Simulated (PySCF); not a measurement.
Vertical excitations of a molecule C₆H₆ from TDA-B3LYP/def2-SVPD in PySCF, as energy in eV (oscillator strength): 5.41 (0.000), 6.31 (0.000), 6.91 (0.000), 6.91 (0.000), 7.47 (0.078), 7.50 (0.000), 7.50 (0.000), 7.58 (0.000), 7.61 (0.000), 7.63 (0.941). Lowest triplet (TDA): 4.13 eV. Geometry: TPSSh-D3(BJ)/def2-SVP. The values are those of a single conformer.

Q: Identify the compound among the candidates.
A. C#CCCC#C
B. C#CC(=C)C=C
C. c1ccccc1
D. C#CCC#CC

A: C, c1ccccc1
